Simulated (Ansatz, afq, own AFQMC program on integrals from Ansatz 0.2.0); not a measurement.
BNH⁺, triplet: AFQMC among the cluster methods

```xyz
3

B     0.0000   -0.1852    0.7730
N     0.0000    0.0874   -0.7050
H     0.0000    0.7718    1.5065
```

Connectivity, by distances: BH–N.

Basis cc-pVDZ. Only valence electrons are correlated. AFQMC by an in-house program on the Cholesky factors that Ansatz 0.2.0 writes for its CCSD(T) run. ph-AFQMC/CISD is guided by a CISD state made of CCSD amplitudes; releasing the constraint for a short imaginary time cuts its bias at the price of noise, slowly where states lie close. Free AFQMC starts from the CCSD state and is never constrained. Its projection time is finite, and what remains of the start isn't in its error. Uncertainties: one standard error, sampling alone.

Determinant: UHF, the one that the program's search chose, which needn't be the lowest solution. The geometry is a PBE0/def2-TZVP stationary point of this or a neighbouring charge and spin state.

No full CI on the walks' own integrals is used here; CCSDTQ serves as the reference and is uncertain by about the last step of the cluster series.

Cautions: lower spins were not checked; raised T1 diagnostic (T1 0.043, weight of the determinant 0.89, largest double 0.06).

```
T1 diagnostic                               : 0.0427
weight of the determinant in the CISD state : 0.888
⟨S²⟩ of the determinant                     : 2.022
size of the correlated space                : 8 electrons in 31 orbitals
```

Reference: CCSDTQ, correlation energy -5.272 eV. The released energy is read at 2.40 1/Eh (meV from the phaseless value at times in 1/Eh: -5 ± 4 at 0.24, -14 ± 4 at 0.51, -21 ± 3 at 0.99, -20 ± 7 at 1.62, -26 ± 4 at 2.40).

```csv
level,E − E(reference) (meV),share of correlation (%)
HF,5271.6,0.00
MP2,1117.6,78.80
CCSD,225.9,95.71
CCSD(T),53.5,98.98
CCSDT,11.6,99.78
CCSDT(Q),-4.6,100.09
ph-AFQMC/CISD,28.4 ± 4.2,99.46
released AFQMC,2.6 ± 4.5,99.95
free AFQMC,-3.6 ± 6.5,100.07
```

CCSDT and higher add their correlation energy to the determinant of the CCSD(T) run, since their own runs factorise the integrals more tightly (a shift of under 2 meV). Free projections are given only where their last times agree within the noise and don't stop above the reference; a slow remainder of the start can still hide under it. A walk keeps the symmetry of its determinant, which the program's search chose and which needn't be the lowest solution, so a lower state of the same spin and another symmetry isn't excluded. Released energies are given only where the last usable release times agree within the noise; a slower fall can still hide under it.
